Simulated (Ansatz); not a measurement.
# Equilibrium lattice constant a of some cubic transition metals

Method: rVV10 (Ansatz, a quantum-chemistry and plane-wave program, PAW). References are measured values corrected to a static lattice. The table is a random draw of 6 from 15 solids with such references.

Values in Å.

| solid | reference | rVV10 | error (%) |
|---|---|---|---|
| bcc W | 3.16 | 3.203 | +1.36 |
| fcc Ag | 4.062 | 4.167 | +2.58 |
| fcc Ir | 3.831 | 3.908 | +2.01 |
| bcc Mo | 3.141 | 3.184 | +1.37 |
| fcc Pd | 3.876 | 3.976 | +2.58 |
| fcc Pt | 3.913 | ? | ? |

Estimate the withheld rVV10 value.

The errors of the other rows run from +1.36 % to +2.58 %, with a median of +2.01 %; carried to the reference 3.913 it gives 3.992 Å. The run gives 4.014 Å (+2.58 %), +0.55 % from the estimate; the row was drawn at random, and such an estimate is rough. Over these 6 solids the mean error is +2.08 %, the mean absolute error 2.08 % (median 2.29 %), and the worst case fcc Ag at +2.58 %; the value is too high in 6 of 6 cases. Over all 15, from unrounded values, the mean error is +1.41 % and the mean absolute error 1.56 % (median 1.37 %). Caveats on values not shown: the commensurate order stands in for chromium's spin-density wave, and the size of the moments varies much between levels (1).

All these references are brought to a static lattice.

Spin–orbit coupling is left out, also for the solids with elements from indium on (bcc W, fcc Ir, fcc Pt); its size isn't shown.

Differences are worked out from the printed values.

Ansatz's density-functional and Hartree–Fock values are scalar-relativistic unless marked +SOC, with PAW data made under PBE.

Ansatz's runs of these crystals have no spin polarisation.

Not in this set, of the transition metals with a reference value in our tables and a result at some level: 11 for a reference at room or unstated temperature. These can be a level's best or worst cases. Solids without a released value at any level aren't counted. Layered and molecular crystals are counted apart. The metals Ce to Yb are counted apart.

References as tabulated in Mejia-Rodriguez and Trickey (2018), arXiv:1807.09216.
